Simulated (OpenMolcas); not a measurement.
# SOS-MP2/ANO-R2 (sfX2C, Cholesky decomposition) run of SiNH3F− (SMILES N[SiH-]F)

Aim: the energy change on altering one bond length of SiNH3F− at SOS-MP2/ANO-R2 (sfX2C, Cholesky decomposition), from 2 runs. 

The results are computed with OpenMolcas 26.06.

7 further runs of the same task are left out: 7 set aside as unsound or not needed.

### Step 1. Starting point

SiNH3F− has 6 atoms, charge -1, and is taken as a singlet. As SMILES, `N[SiH-]F`. Geometry: relaxed at GFN2-xTB. This is one conformer, not always the lowest.

Bond lengths: N1–Si2 1.786 Å, Si2–F3 1.719 Å, N1–H4 1.014 Å, N1–H5 1.021 Å, Si2–H6 1.560 Å. Angles: N1–Si2–F3 97.4°, N1–Si2–H6 102.8°, F3–Si2–H6 93.1°, Si2–N1–H4 111.3°, Si2–N1–H5 115.3°, H4–N1–H5 107.1°.

### Step 2. A single-point energy at SOS-MP2/ANO-R2 (sfX2C, Cholesky decomposition)

File geom.xyz:

```xyz
6

N     -0.706270     0.064100    -0.656360
Si    -0.018400    -0.572650     0.864030
F      1.343770    -1.362790     0.175370
H     -1.421390     0.759670    -0.473570
H     -0.032070     0.487510    -1.296370
H      0.834370     0.624160     1.386900
```

File run.inp:

```
&GATEWAY
COORD = geom.xyz
BASIS = ANO-R2
GROUP = NoSym
&SEWARD
LOW
&SCF
CHARGE = -1
PRORBITALS = 1 1
&MBPT2
SOSMP2
FROZEN = 7
```

On the command line:

```bash
$ export MOLCAS_MEM=1860
$ pymolcas run.inp > run.log
```

Log:

```text
--- Start Module: gateway ---
[...]
--- Stop Module: gateway /rc=_RC_ALL_IS_WELL_ ---
[...]
      Basis functions          147
[...]
--- Start Module: scf ---
[...]
       Convergence after  15 Iterations
[...]
::    Total SCF energy                               -445.4243647857
[...]
      Total spin, S                                     0.0000000000
[...]
      Total electronic charge=   34.000000
      Total            charge=   -1.000000
[...]
      Dipole Moment (debye):
      Origin of the operator (angstrom)=    0.2266   -0.6114    0.2801
                   X=  2.6383E-01               Y=  1.5397E+00               Z= -2.1415E+00           Total=  2.6507E+00
      Center of Charge (angstrom)
[...]
--- Stop Module: scf /rc=_RC_ALL_IS_WELL_ ---
[...]
--- Start Module: mbpt2 ---
[...]
WARNING!
Default frozen orbitals as non valence orbitals is overwritten by user input.
Default values:   4
[...]
::    Total MBPT2 energy                             -446.0276528319
[...]
--- Stop Module: mbpt2 /rc=_RC_ALL_IS_WELL_ ---
[...]
```

It took 24 s on 1 thread of Arm Neoverse V1, shared host.

### Step 3. The distorted shape, same level

File geom.xyz:

```xyz
6

N     -2.749557     1.249328     0.376646
Si    -2.061687     0.612578     1.897036
F      1.343770    -1.362790     0.175370
H     -3.464677     1.944898     0.559436
H     -2.075357     1.672738    -0.263364
H     -1.208917     1.809388     2.419906
```

File run.inp:

```
* FH3NSi SOS-MP2
&gateway
coord = geom.xyz
basis = ANO-R2
group = NoSym
&seward
low
&scf
charge = -1
prorbitals = 1 1
&mbpt2
sosmp2
frozen = 7
```

On the command line:

```bash
$ export MOLCAS_MEM=1860
$ pymolcas run.inp > run.log
```

Log:

```text
--- Start Module: gateway ---
[...]
--- Stop Module: gateway /rc=_RC_ALL_IS_WELL_ ---
[...]
      Basis functions          147
[...]
--- Start Module: scf ---
[...]
       Convergence after  16 Iterations
[...]
::    Total SCF energy                               -445.2971305897
[...]
      Total spin, S                                     0.0000000000
[...]
      Total electronic charge=   34.000000
      Total            charge=   -1.000000
[...]
      Dipole Moment (debye):
      Origin of the operator (angstrom)=   -1.2102    0.2220    1.0065
                   X= -1.0915E+01               Y=  8.4508E+00               Z=  3.0898E+00           Total=  1.4145E+01
      Center of Charge (angstrom)
[...]
--- Stop Module: scf /rc=_RC_ALL_IS_WELL_ ---
[...]
--- Start Module: mbpt2 ---
[...]
WARNING!
Default frozen orbitals as non valence orbitals is overwritten by user input.
Default values:   4
[...]
::    Total MBPT2 energy                             -445.8981230186
[...]
--- Stop Module: mbpt2 /rc=_RC_ALL_IS_WELL_ ---
[...]
```

Wall time 24 s (1 thread of Arm Neoverse V1, shared host).

### Step 4. Outcome

Level: SOS-MP2/ANO-R2 (sfX2C, Cholesky decomposition), 7 core orbitals frozen.

```
                                                              quantity          value
                                             first shape: total energy  -446.02765 Eh
                      first shape: HOMO energy (Hartree–Fock orbitals)       -1.65 eV
                      first shape: LUMO energy (Hartree–Fock orbitals)        5.62 eV
    first shape: HOMO–LUMO gap (to an unbound level, set by the basis)        7.27 eV
              first shape: correlation energy (7 core orbitals frozen)     -603.3 mEh
                                         distorted shape: total energy  -445.89812 Eh
                  distorted shape: HOMO energy (Hartree–Fock orbitals)       -4.77 eV
                  distorted shape: LUMO energy (Hartree–Fock orbitals)        4.00 eV
distorted shape: HOMO–LUMO gap (to an unbound level, set by the basis)        8.77 eV
          distorted shape: correlation energy (7 core orbitals frozen)     -601.0 mEh
    energy change with the Si2–F3 bond stretched from 1.719 to 4.297 Å       3.525 eV
```

With the Si2–F3 bond stretched from 1.719 to 4.297 Å the energy rises by 3.52 eV (81 kcal/mol). The first shape isn't relaxed at this level, so the change isn't measured from a minimum. Mulliken charges (distorted shape) of the mean-field density run from -0.99 on F3 to +0.41 on Si2; they depend strongly on the basis.
